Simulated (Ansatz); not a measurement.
Born–Oppenheimer molecular dynamics of CO (2 atoms, charge 0, multiplicity 1). It starts from a relaxed structure.

These are results of UKS BLYP-D4/6-31G (Ansatz), not measurements.

- ensemble: NVE (velocity Verlet)
- time step: 1 fs
- steps asked: 400
- starting velocities drawn for: 300 K
- seed: 940237

First frame:

```xyz
2
Properties=species:S:1:pos:R:3
C 0.500 -0.162 0.258
O -0.500 0.162 -0.258
```

(1) What does the run give?

(2) What happens to the structure?

(3) How do temperature and energy run in time?

Answers

(1) The run went to its last step.

```yaml
steps_done: 400
time_covered: 400 fs
mean_temperature_over_the_second_half: 151 K
spread_of_the_potential_energy_over_the_second_half: 2.4 meV per atom
mean_potential_energy_of_the_second_half_above_the_start: 3.3 meV per atom
```

The conserved energy stayed within 0.23 meV per atom of its start (net change 0.17 meV per atom), so the integration is sound. The temperature averaged 0.50 of the 300 K drawn at the start: a run that starts near a minimum puts about half its kinetic energy into the potential. A run of 0.4 ps of so small a system gives no equilibrium averages. Limits of this set-up: no polarisation functions.

(2) The same pairs are bonded in the first frame and the last. Pairs count as bonded within 1.25 times the sum of covalent radii (0.12 Å more for H–H). The details hang on the random start.

(3) 
```
time (fs)  T (K)  potential energy less start (eV)  conserved less start (meV/atom)
      0.0    300                             0.000                             0.00
     20.0     47                             0.011                             0.19
     40.0    150                             0.007                             0.11
     60.0    260                             0.002                             0.04
     80.0      2                             0.013                             0.22
    100.0    221                             0.004                             0.07
    120.0    201                             0.004                             0.07
    140.0     16                             0.013                             0.22
    160.0    292                             0.000                             0.00
    180.0     95                             0.009                             0.16
    200.0     72                             0.010                             0.17
    220.0    299                             0.000                             0.00
    240.0     31                             0.012                             0.21
    260.0    174                             0.006                             0.09
    280.0    243                             0.003                             0.05
    300.0      0                             0.013                             0.22
    320.0    240                             0.003                             0.05
    340.0    178                             0.005                             0.09
    360.0     28                             0.012                             0.21
    380.0    298                             0.000                             0.00
    400.0     75                             0.010                             0.17
```

Time of the run: 110 s on 1 CPU thread of a shared host.
